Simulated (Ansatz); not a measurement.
**C₄H₄ClF: one species, many methods**

An exercise on one series of results from a longer session: the logs are not shown, and one member is left open.

Method: functionals in def2-TZVPP, the program's frozen cores in correlated methods; program: Ansatz 0.2.0, Gaussian basis.

Levels to be run: PBE-D4, r2SCAN-D4, PBE0-D4, B3LYP-D4, ωB97X-V, ωB97M-V, B2PLYP; CCSD(T)/def2-TZVPP; MP2/def2-QZVPP; extrapolation to the limit.

### The relaxed structure

The geometry comes from an earlier relaxation with PBE0-D4 in a triple-zeta def2 set; it is a stationary point, not always the lowest conformer.

SMILES `FC#CCCCl`, 10 atoms, charge 0, spin multiplicity 1.

Atoms are counted from 1 here; the program's logs count them from 0.

Bond lengths: F1–C2 1.274 Å, C2–C3 1.195 Å, C3–C4 1.456 Å, C4–C5 1.520 Å, C4–H7 1.094 Å, C4–H8 1.094 Å, C5–Cl6 1.780 Å, C5–H9 1.089 Å, C5–H10 1.089 Å. Angles: F1–C2–C3 179.2°, C2–C3–C4 178.2°, C3–C4–C5 110.8°, C3–C4–H7 110.1°, C3–C4–H8 110.1°, C5–C4–H7 109.4°, C5–C4–H8 109.4°, H7–C4–H8 106.9°, C4–C5–Cl6 110.6°, C4–C5–H9 111.2°, C4–C5–H10 111.2°, Cl6–C5–H9 107.3°, Cl6–C5–H10 107.3°, H9–C5–H10 109.1°.

The first run:

Input file in.yaml:

```yaml
crystal:
  periodic: [false, false, false]
  atoms:
    - {symbol: F, position_ang: [1.485346, -2.889571, 1.482822]}
    - {symbol: C, position_ang: [0.891988, -1.989821, 0.803736]}
    - {symbol: C, position_ang: [0.331209, -1.157119, 0.156186]}
    - {symbol: C, position_ang: [-0.339334, -0.110415, -0.601811]}
    - {symbol: C, position_ang: [-0.185632, 1.237112, 0.084422]}
    - {symbol: Cl, position_ang: [-1.007298, 2.512698, -0.846759]}
    - {symbol: H, position_ang: [-1.402099, -0.345127, -0.708073]}
    - {symbol: H, position_ang: [0.075338, -0.053331, -1.612096]}
    - {symbol: H, position_ang: [-0.629207, 1.224879, 1.078625]}
    - {symbol: H, position_ang: [0.862689, 1.519494, 0.165848]}
basis:
  gaussian: {orbitals: def2-TZVPP}
hamiltonian: {xc: pbe, dispersion: d4}
output: {forces: true, orbitals: {seedname: orbitals}}
```

The run is started by

```sh
$ ansatz run in.yaml --threads 4 --pin off --events-out ev --progress --plain --max-ram 10444MiB
```

Steps of the session up to this table: PBE-D4 (GGA); r2SCAN-D4 (meta-GGA); PBE0-D4 (hybrid); B3LYP-D4 (hybrid); ωB97X-V (range-separated); ωB97M-V (range-separated); B2PLYP (double hybrid); CCSD(T) in def2-TZVPP; MP2 in def2-QZVPP.

One table of the session follows, with a row left open; its other results are not shown here.

It belongs to the step «Atomisation energies». 

| method | atomisation energy (kJ/mol) |
| --- | --- |
| PBE-D4 | 4219.8 |
| r2SCAN-D4 | ? |
| PBE0-D4 | 4111.9 |
| B3LYP-D4 | 4047.3 |
| ωB97X-V | 4056.6 |
| ωB97M-V | 4070.6 |
| B2PLYP | 4018.2 |
| HF/def2-TZVPP | 2888.9 |
| MP2/def2-TZVPP | 4069.5 |
| CCSD/def2-TZVPP | 3859.1 |
| CCSD(T)/def2-TZVPP | 3939.6 |
| MP2/CBS | 4176.5 |
| CCSD(T)/CBS | 4046.6 |

Q: Estimate the row for r2SCAN-D4 from the others.

As computed: atomisation energy (kJ/mol): 4075.1. In the column «atomisation energy (kJ/mol)» it lies between ωB97M-V (4070.6) and PBE0-D4 (4111.9).

To keep in mind: Free atoms (1 F, 4 C, 1 Cl, 4 H) were run apart at each level; the atomisation energy is their sum less the molecule, without zero-point or spin-orbit terms.
